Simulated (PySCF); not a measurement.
Estimate the missing entries of this data sheet.

CFCl3.
Bonds: F1–C2, C2–Cl3, C2–Cl4, C2–Cl5.

```csv
property,level,value
point group of the GFN2-xTB geometry,GFN2-xTB,C3v
"rotational constants A, B, C of the GFN2-xTB geometry",GFN2-xTB,?
dipole moment,B97-2/cc-pVDZ,0.28 D
HOMO energy,B97-2/cc-pVDZ,-8.83 eV
LUMO energy,B97-2/cc-pVDZ,?
13C chemical shifts (computed TMS as zero) by class,GIAO B97-2/cc-pVDZ,?
"isotropic shieldings of nuclei other than C and H, by class",GIAO B97-2/cc-pVDZ,"195 (F1), 468 (Cl3/Cl4/Cl5) ppm"
```

The electronic properties come from PySCF, for the isolated species, density fitting. The shieldings hold no spin–orbit term; for a carbon that bears several chlorines this term is known to matter.

(1) What are the rotational constants A, B, C of the GFN2-xTB geometry?

(2) Give the LUMO energy.

(3) What are the 13C chemical shifts (computed TMS as zero) by class?

## Answers

(1) 2.444, 2.444, 1.709 GHz.

(2) -1.22 eV.

(3) 150.9 (C2) ppm.

Point group C3v permits a dipole; with 0.28 D the species has a pure rotational spectrum. The dipole matches unit charges of opposite sign 0.06 Å apart (1 e·Å = 4.8032 D). With B = h/(8π²I), that is 505.379 GHz u Å² over I, the principal moments of inertia are 206.7, 206.8 and 295.7 u Å² (most abundant isotopes); the inertial defect Ic − Ia − Ib is -117.8 u Å² (zero for a rigid planar frame, negative otherwise). The rotational constants are those of an oblate symmetric top.

For the NMR shielding job (B97-2/cc-pVDZ), cost: about 2.9 s of CPU time on one thread; the machine was shared, so the figure is rough.
